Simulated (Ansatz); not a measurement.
## What each rung costs, and what it gives

Saddle point of SiNH6O, doublet (SiH₄O ([OH][SiH3]) + NH₂ → SiH₃O ([O][SiH3]) + NH₃; bonds formed: H1–N4; bonds broken: H1–O2), PBE0-D4/def2-TZVP structure:

H1  (0.602, -0.791, 0.957)
O2  (1.146, -0.005, 0.104)
Si3  (0.281, 0.866, -0.985)
N4  (-0.329, -1.247, 1.418)
H5  (-0.652, 1.829, -0.331)
H6  (1.271, 1.624, -1.797)
H7  (-0.532, 0.001, -1.889)
H8  (-0.861, -1.756, 0.716)
H9  (-0.925, -0.522, 1.807)
(Å)

Barriers are electronic and count from the start structure reached by relaxing down the imaginary mode. Spin–orbit coupling is left out.

Computed with Ansatz 0.2.0 (basis: as named in each row); correlated methods freeze the cores; orbitals are unrestricted. B3LYP uses VWN-RPA correlation. Extrapolation: Hartree–Fock as exp(−7.88 √X), correlation as X^−2.97.

Times are rough, for one single point on 4 threads of a shared host (AMD EPYC).

The estimate by CCSD(T) at an estimated basis limit (MP2 extrapolated from triple and quadruple zeta, plus CCSD(T) − MP2 in triple zeta) is 0.806 eV.

| method | basis | time (s) | barrier (eV) | method less estimate |
| --- | --- | --- | --- | --- |
| HF | STO-3G | under 1 | 0.683 | -0.122 |
| PBE-D4 | STO-3G | 1 | -0.603 | -1.408 |
| SPW92 | def2-SVP | 2 | -0.288 | -1.093 |
| B3LYP-D4 | 6-31G | 2 | 0.112 | -0.694 |
| PBE-D4 | def2-SVP | 3 | 0.002 | -0.804 |
| PBE0-D4 | def2-SVP | 3 | 0.419 | -0.386 |
| SPW92 | def2-TZVPP | 4 | -0.179 | -0.984 |
| PBE-D4 | def2-TZVPP | 7 | 0.110 | -0.696 |
| BLYP-D4 | def2-TZVPP | 8 | 0.153 | -0.653 |
| wB97M-V | def2-SVP | 9 | 0.604 | -0.201 |
| B3LYP-D4 | def2-TZVPP | 9 | 0.451 | -0.355 |
| BHLYP-D4 | def2-TZVPP | 10 | 0.871 | 0.065 |
| r2SCAN-D4 | def2-TZVPP | 10 | 0.338 | -0.467 |
| PBE0-D4 | def2-TZVPP | 10 | 0.500 | -0.305 |
| CAM-B3LYP-D4 | def2-TZVPP | 11 | 0.619 | -0.187 |
| CCSD(T) | def2-SVP | 13 | 0.816 | 0.011 |
| B2PLYP | def2-TZVPP | 13 | 0.620 | -0.186 |
| PBE-QIDH | def2-TZVPP | 13 | 0.793 | -0.013 |
| RPA on PBE | def2-TZVPP | 13 | 0.565 | -0.240 |
| r2SCAN0-D4 | def2-TZVPP | 15 | 0.637 | -0.168 |
| B97M-V | def2-TZVPP | 17 | 0.458 | -0.347 |
| wB97X-V | def2-TZVPP | 19 | 0.675 | -0.131 |
| wB97M-V | def2-TZVPP | 21 | 0.687 | -0.118 |
| MP2 | def2-QZVPP | 97 | 1.022 | 0.216 |
| CCSD(T) | def2-TZVPP | 200 | 0.806 | 0.001 |

All methods are single points on the PBE0-D4 structures; a negative value means that the method puts the saddle structure below the start.

The T1 diagnostic stays at or below 0.036. ⟨S²⟩ of the unrestricted Hartree–Fock references: 0.76 to 0.79 (a pure state has 0.75).

Radical steps of this kind take place in plasma deposition and etching.

Labels in which every atom is bracketed show which atoms are joined, not bond orders.
